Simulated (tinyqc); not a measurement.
Worked calculation: Born-Oppenheimer dynamics on the RHF/sto-3g surface (energies and gradients from PySCF), for CH3-, spin multiplicity 1. The basis has no diffuse functions, so it cannot describe the extra electron: this is an exercise in the method, not the real anion. Computed by tinyqc, a small Python program that keeps every step (integrals from PySCF). Settings: charge = -1, multiplicity = 1, basis = sto-3g, time step (fs) = 0.5, steps = 24. Command: `OMP_NUM_THREADS=1 python tinyqc.py 21599 21600 out.jsonl` (the two numbers bound the seeds that draw the settings). One thread of a shared host (Intel(R) Xeon(R) Processor @ 2.60GHz), about 2 s of CPU time with the checks.

## Velocity Verlet step 1

positions (bohr), order 1C, 2H, 3H, 4H:
$$\begin{pmatrix}
-0.068030 & -0.077479 & 0.081258 \\
1.855711 & 0.028346 & -0.056692 \\
-1.046908 & 1.653510 & 0.045353 \\
-0.831479 & -1.687525 & -0.026456
\end{pmatrix}$$

velocities (bohr per atomic time unit), order 1C, 2H, 3H, 4H:
$$\begin{pmatrix}
-0.000125781 & -0.000159256 & -0.000182802 \\
0.000056219 & 0.000957744 & 0.000266198 \\
-0.000416781 & 0.000661744 & 0.001334198 \\
0.001858219 & 0.000276744 & 0.000576198
\end{pmatrix}$$

gradient (hartree/bohr), order 1C, 2H, 3H, 4H:
$$\begin{pmatrix}
-0.04196460 & -0.12021367 & -0.02391559 \\
-0.04353709 & -0.00254506 & 0.00630688 \\
0.01327457 & -0.00323969 & 0.00436362 \\
0.07222712 & 0.12599843 & 0.01324510
\end{pmatrix}$$

masses (electron masses): 1C 21874.661832, 2H 1837.152588, 3H 1837.152588, 4H 1837.152588

gradient after step 1 (hartree/bohr), order 1C, 2H, 3H, 4H:
$$\begin{pmatrix}
-0.04667719 & -0.13550724 & -0.02014954 \\
-0.03876855 & -0.00264372 & 0.00509134 \\
0.01058358 & 0.00541293 & 0.00343592 \\
0.07486216 & 0.13273803 & 0.01162228
\end{pmatrix}$$

dt = 0.5 fs = 20.6707 atomic units; x' = x + v dt - g dt^2 / (2m); after the new gradient g', v' = v - (g + g') dt / (2m).

positions after step 1 (bohr), order 1C, 2H, 3H, 4H:
$$\begin{pmatrix}
-0.070220 & -0.079597 & 0.077713 \\
1.861936 & 0.048439 & -0.051923 \\
-1.057067 & 1.667566 & 0.072425 \\
-0.801468 & -1.696457 & -0.016086
\end{pmatrix}$$

velocities after step 1 (bohr per atomic time unit), order 1C, 2H, 3H, 4H:
$$\begin{pmatrix}
-0.000083900 & -0.000038433 & -0.000161982 \\
0.000519249 & 0.000986935 & 0.000202074 \\
-0.000551001 & 0.000649518 & 0.001290320 \\
0.001030733 & -0.001178840 & 0.000436300
\end{pmatrix}$$

## Velocity Verlet step 2

gradient after step 2 (hartree/bohr), order 1C, 2H, 3H, 4H:
$$\begin{pmatrix}
-0.04188707 & -0.11999305 & -0.01532015 \\
-0.02975863 & -0.00200906 & 0.00389820 \\
0.00822849 & 0.01279195 & 0.00288119 \\
0.06341721 & 0.10921016 & 0.00854076
\end{pmatrix}$$

As before.

positions after step 2 (bohr), order 1C, 2H, 3H, 4H:
$$\begin{pmatrix}
-0.071499 & -0.079068 & 0.074562 \\
1.877178 & 0.069147 & -0.048338 \\
-1.069687 & 1.680362 & 0.098697 \\
-0.788868 & -1.736260 & -0.008419
\end{pmatrix}$$

velocities after step 2 (bohr per atomic time unit), order 1C, 2H, 3H, 4H:
$$\begin{pmatrix}
-0.000042055 & 0.000082286 & -0.000145224 \\
0.000904765 & 0.001013110 & 0.000151502 \\
-0.000656833 & 0.000547102 & 0.001254781 \\
0.000252809 & -0.002539978 & 0.000322868
\end{pmatrix}$$

## Energy conservation

The total energy should stay constant up to terms of order dt^2; the step counts as short enough if it moves by less than 2 % of the largest kinetic energy.

Trajectory:
```
time (fs)  1C-2H (angstrom)  potential (hartree)  kinetic (hartree)  total (hartree)
0.000000           1.022149         -38.77980508         0.00747061     -38.77233447
0.500000           1.026989         -38.77845909         0.00618307     -38.77227602
1.000000           1.036216         -38.78275188         0.01023809     -38.77251379
1.500000           1.048722         -38.78918175         0.01639424     -38.77278752
2.000000           1.063143         -38.79345220         0.02056885     -38.77288334
2.500000           1.077993         -38.79368639         0.02087040     -38.77281599
3.000000           1.091809         -38.79052260         0.01783656     -38.77268604
3.500000           1.103283         -38.78573838         0.01317441     -38.77256398
4.000000           1.111364         -38.78114223         0.00866530     -38.77247693
4.500000           1.115330         -38.77807987         0.00565113     -38.77242875
5.000000           1.114820         -38.77731623         0.00490014     -38.77241608
5.500000           1.109858         -38.77905559         0.00661961     -38.77243598
6.000000           1.100859         -38.78297795         0.01049000     -38.77248795
6.500000           1.088624         -38.78825515         0.01568261     -38.77257254
7.000000           1.074311         -38.79357046         0.02088486     -38.77268560
7.500000           1.059359         -38.79723238         0.02442625     -38.77280613
8.000000           1.045366         -38.79756711         0.02468886     -38.77287825
8.500000           1.033893         -38.79382055         0.02100939     -38.77281116
9.000000           1.026248         -38.78744771         0.01488765     -38.77256006
9.500000           1.023305         -38.78249823         0.01021929     -38.77227894
10.000000          1.025434         -38.78316913         0.01091748     -38.77225165
10.500000          1.032531         -38.78987208         0.01736876     -38.77250333
11.000000          1.044073         -38.79889713         0.02613546     -38.77276168
11.500000          1.059180         -38.80614962         0.03330312     -38.77284649
12.000000          1.076709         -38.80992713         0.03713837     -38.77278876
```

The total energy moves within 6.3e-04 hartree, under 2 % of the largest kinetic energy.
